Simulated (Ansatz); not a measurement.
in.yaml

```yaml
crystal:
  periodic: [false, false, false]
  atoms:
    - {symbol: B, position_ang: [0.000000, 0.000000, -0.184067]}
    - {symbol: S, position_ang: [0.000000, 0.000000, -1.781867]}
    - {symbol: H, position_ang: [0.000000, 0.000000, 1.965933]}
basis:
  gaussian: {orbitals: 6-31G, point_charges: [{charge: -1.00, position_ang: [3.628, -0.857, 0.885]}]}
magnetization: {spin_polarized: true, initial_magnetization: 0}
hamiltonian: {xc: {name: r2SCAN}}
correlation: {method: bccd, electrons: valence, diis_vectors: 12}
accuracy: high
scf: {omitted_lower_state_checks: [cluster_reference]}
```

```sh
$ ansatz run in.yaml --threads 1 --pin off --events-out ev --progress --plain --max-ram 2393MiB
```

Log:

```
these checks for a lower state are left out or cut short: cluster_reference
500 factors; integrals over basis functions are off by at most 3.6e-9 eV
mean field evaluation 1: about -11520.9739 eV, gradient 1.2e1 eV
mean field evaluation 2: about -11520.9742 eV, gradient 1.2e1 eV
mean field evaluation 4: about -11521.9408 eV, gradient 3.5e0 eV
mean field evaluation 8: about -11522.0663 eV, gradient 4.0e-2 eV
mean field evaluation 16: about -11522.0663 eV, gradient 7.3e-8 eV
mean field evaluation 32: about -11514.5152 eV, gradient 8.8e0 eV
mean field -11522.10399958 eV, -423.4295120220 hartree, gradient 3.7e-8 eV, S^2 0.284930; 3 other end points of the search recorded, 0 dependent functions left out
6 core orbitals not correlated: weight in the atoms' cores, before any rotation towards them, 1.000 or more for the frozen orbitals, at most 0.000 for the correlated occupied ones
reference -11499.75198417 eV, -422.6080906065 hartree; 5, 5 occupied and 13, 13 virtual orbitals, 500 factors
second order -3.43049123 eV of doubles, -0.25673427 eV of singles
cycle   1  -3.42709611 eV  change    2.4e-1 eV  update   1.4e-1
cycle   2  -3.72809066 eV  change   -3.0e-1 eV  update   7.1e-2
cycle   3  -3.86771568 eV  change   -1.4e-1 eV  update   3.7e-2
cycle   4  -3.92590083 eV  change   -5.8e-2 eV  update   2.9e-2
...
cycle  23  -4.13701147 eV  change    6.9e-8 eV  update   6.7e-8
cycle  24  -4.13700940 eV  change    2.1e-6 eV  update   3.5e-7
cycle  25  -4.13700889 eV  change    5.2e-7 eV  update   1.8e-7
cycle  26  -4.13700850 eV  change    3.9e-7 eV  update   7.4e-8
cycle  27  -4.13700845 eV  change    4.3e-8 eV  update   3.1e-8
cycle  28  -4.13700844 eV  change    1.6e-8 eV  update   1.7e-8
cycle  29  -4.13700844 eV  change   -5.9e-9 eV  update   8.8e-9
cycle  30  -4.13700844 eV  change   4.8e-10 eV  update   3.6e-9
cycle  31  -4.13700844 eV  change   -1.2e-9 eV  update   1.6e-9
cycle  32  -4.13700844 eV  change   5.6e-10 eV  update  7.4e-10
WARN: the results are in doubt because among natural orbitals full CI differs from the method by -0.180 eV
Total energy: -11503.88899262 eV, -422.7601228626 hartree
In doubt: among natural orbitals full CI differs from the method by -0.180 eV
Checks for a lower state left out: cluster_reference
```

Ran on 1 thread of Arm Neoverse V2, shared host: 7.5 s wall, 0.19 GiB peak host memory.
